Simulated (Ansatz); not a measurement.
**BHF2 (SMILES FBF) at 6 levels**

Wanted: a comparison of 6 runs (B3LYP/STO-3G, SVWN5/STO-3G, UPBE/STO-3G, wB97X/STO-3G, MP2/STO-3G, CCSDT(Q)/STO-3G) of BHF2. 

The calculation is run with Ansatz 0.2.0.

54 further runs of the same task are left out: 1 that didn't finish, 53 set aside as unsound or not needed.

## 1. The molecule

The species is BHF2 (4 atoms), meant as a singlet with charge 0. SMILES: `FBF`. The F3–B2 distance was set to 1.970 Å, away from the relaxed value.

Bond lengths: F1–B2 1.313 Å, B2–H4 1.191 Å. Angles: F1–B2–H4 121.0°. A long bond or contact: B2–F3 1.970 Å.

## 2. A single-point energy at B3LYP/STO-3G (run 1)

Input file molecule.yaml:

```yaml
crystal:
  periodic: [false, false, false]
  atoms:
    - {symbol: F, position_ang: [1.701014, 0.177069, -0.129865]}
    - {symbol: B, position_ang: [0.544814, -0.310831, 0.257235]}
    - {symbol: F, position_ang: [-1.095400, 0.528700, -0.438900]}
    - {symbol: H, position_ang: [0.489714, -1.234431, 1.007635]}
basis:
  gaussian:
    orbitals: STO-3G
hamiltonian:
  xc: {name: B3LYP}
accuracy: high
```

Run with:

```
$ ansatz run molecule.yaml --threads 1 --pin off --max-ram 2610MiB --events-out events.jsonl --progress --plain --runs-dir runs
```

The log of the run:

```text
Warning: RAYON_NUM_THREADS=1 ignored (pool sized by the plan → 1); use --threads N
Functional definition: B3LYP
  name "B3LYP"
  parameter a0 = 0.2
  parameter ax = 0.72
  parameter ac = 0.81
  exchange = (1 - a0 - ax)*slater_x + ax*b88_x + a0*exact_x
  correlation = (1 - ac)*vwn_rpa_c + ac*lyp_c
267 factors; integrals over basis functions are off by at most 3.8e-8 eV
mean field evaluation 1: about -6034.2146 eV, gradient 2.3e1 eV
mean field evaluation 2: about -5943.3528 eV, gradient 1.3e2 eV
mean field evaluation 4: about -6037.3811 eV, gradient 4.4e0 eV
mean field evaluation 8: about -6037.3964 eV, gradient 2.1e-1 eV
mean field evaluation 16: about -6037.3966 eV, gradient 1.6e-6 eV
mean field -6037.39658447 eV, -221.8702321848 hartree, gradient 1.5e-8 eV, S^2 0.000000; 0 other end points of the search recorded, 0 dependent functions left out
reference -6037.39660425 eV, -221.8702329116 hartree; 12, 12 occupied and 4, 4 virtual orbitals, 267 factors
Total energy: -6037.39660425 eV, -221.8702329116 hartree
```

It took 0.6 s on 1 thread of Intel Xeon Platinum 8488C (Sapphire Rapids), shared host; peak memory 0.11 GiB.

## 3. The energy at SVWN5/STO-3G (run 2)

Input file job.yaml:

```yaml
crystal:
  periodic: [false, false, false]
  atoms:
    - {symbol: F, position_ang: [1.701014, 0.177069, -0.129865]}
    - {symbol: B, position_ang: [0.544814, -0.310831, 0.257235]}
    - {symbol: F, position_ang: [-1.095400, 0.528700, -0.438900]}
    - {symbol: H, position_ang: [0.489714, -1.234431, 1.007635]}
basis:
  gaussian: {orbitals: STO-3G}
hamiltonian: {xc: {name: SVWN5}}
accuracy: high
```

Run with:

```
$ ansatz run job.yaml --threads 1 --pin off --max-ram 2610MiB --events-out events.jsonl --progress --plain --runs-dir runs
```

The log of the run:

```text
Warning: RAYON_NUM_THREADS=1 ignored (pool sized by the plan → 1); use --threads N
Functional definition: SVWN5
  name "SVWN5"
  exchange = slater_x
  correlation = vwn5_c
267 factors; integrals over basis functions are off by at most 3.8e-8 eV
mean field evaluation 1: about -5992.2618 eV, gradient 2.2e1 eV
mean field evaluation 2: about -5886.7977 eV, gradient 1.4e2 eV
mean field evaluation 4: about -5994.3130 eV, gradient 7.5e0 eV
mean field evaluation 8: about -5994.4775 eV, gradient 1.2e-1 eV
mean field evaluation 16: about -5994.3988 eV, gradient 3.6e-6 eV
mean field -5994.39884207 eV, -220.2900942967 hartree, gradient 2.6e-8 eV, S^2 0.000000; 0 other end points of the search recorded, 0 dependent functions left out
reference -5994.39884331 eV, -220.2900943421 hartree; 12, 12 occupied and 4, 4 virtual orbitals, 267 factors
Total energy: -5994.39884331 eV, -220.2900943421 hartree
```

It took 0.36 s on 1 thread of Intel Xeon Platinum 8488C (Sapphire Rapids), shared host.

Runs 3 to 5 aren't shown in full; the table further down has their settings and results.

## 4. The energy at CCSDT(Q)/STO-3G (run 6)

Input file run.yaml:

```yaml
basis:
  gaussian:
    orbitals: STO-3G
crystal:
  periodic: [false, false, false]
  atoms:
    - {symbol: F, position_ang: [1.701014, 0.177069, -0.129865]}
    - {symbol: B, position_ang: [0.544814, -0.310831, 0.257235]}
    - {symbol: F, position_ang: [-1.095400, 0.528700, -0.438900]}
    - {symbol: H, position_ang: [0.489714, -1.234431, 1.007635]}
magnetization:
  spin_polarized: false
  initial_magnetization: 0
correlation:
  method: ccsdt_q
  frozen_orbitals: {B: 1, F: 1, H: 0}
accuracy: high
scf:
  omitted_lower_state_checks: [cluster_reference, increment]
```

Run with:

```
$ ansatz run run.yaml --threads 1 --pin off --max-ram 2610MiB --events-out events.jsonl --progress --plain --runs-dir runs
```

The log of the run:

```text
Warning: RAYON_NUM_THREADS=1 ignored (pool sized by the plan → 1); use --threads N
[... 11 lines left out ...]
3 core orbitals not correlated: weight in the atoms' cores, before any rotation towards them, 1.000 or more for the frozen orbitals, at most 0.000 for the correlated occupied ones
[... 41 lines left out ...]
Total energy: -6016.31412664 eV, -221.0954661498 hartree
Checks for a lower state left out: cluster_reference, increment
```

It took 0.3 s on 1 thread of Intel Xeon Platinum 8488C (Sapphire Rapids), shared host.

## 5. All runs side by side

| run | level | frozen core orbitals | energy (Eh) | wall time |
| --- | --- | --- | --- | --- |
| 1 | B3LYP/STO-3G | – | -221.870233 | 0.6 s |
| 2 | SVWN5/STO-3G | – | -220.290094 | 0.36 s |
| 3 | UPBE/STO-3G | – | -221.657920 | 0.86 s |
| 4 | wB97X/STO-3G | – | -221.845901 | 2.5 s |
| 5 | MP2/STO-3G | 3 | -221.049233 | 0.08 s |
| 6 | CCSDT(Q)/STO-3G | 3 | -221.095466 | 0.3 s |

## 6. Results

| quantity | value |
| --- | --- |
| run 6: total energy | -221.09547 Eh |
| run 6: correlation energy (3 core orbitals frozen) | -148.9 mEh |
| run 6: T1 diagnostic | 0.023 |

What this shows: Totals of different functionals can't be ranked against each other. In runs 5, 6 the log says that unrestricted orbitals would lower the reference, so the values rest on an unstable closed-shell determinant (other closed-shell runs at this shape may share the fault). In runs 1, 2, 3, 4, 5, 6 the basis is minimal, so the values are rough. All runs together took 4.7 s, the longest 2.5 s.
